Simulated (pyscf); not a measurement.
Optimised with ωB97X-D3(BJ)/def2-SVP in PySCF.

Problem. Cl–Sn(Cl)(Cl)–Cl + hydrogen fluoride (HF) → hydrogen chloride (HCl) + F–Sn(Cl)(Cl)–Cl
Surface: singlet. Broken: Cl–Sn, F–H. Formed: Cl–H, F–Sn. Give ΔE‡ and ΔE from ωB97M-D3(BJ)/def2-TZVP, relative to the separated reactants.

Solution. ΔE‡ = 16.6 kcal/mol, ΔE = +7.4 kcal/mol. Zero-point energy shifts the barrier by -0.9 kcal/mol. It is a four-centre exchange, with an imaginary mode of 544i cm⁻¹. On the product side the descent ends in a complex, 4.3 kcal/mol under the separated species and 10.6 kcal/mol under the saddle at ωB97X-D3(BJ)/def2-TZVP. One saddle was located; it need not be the lowest between these sides. Elements past Kr carry the def2 core potentials, without spin-orbit coupling.
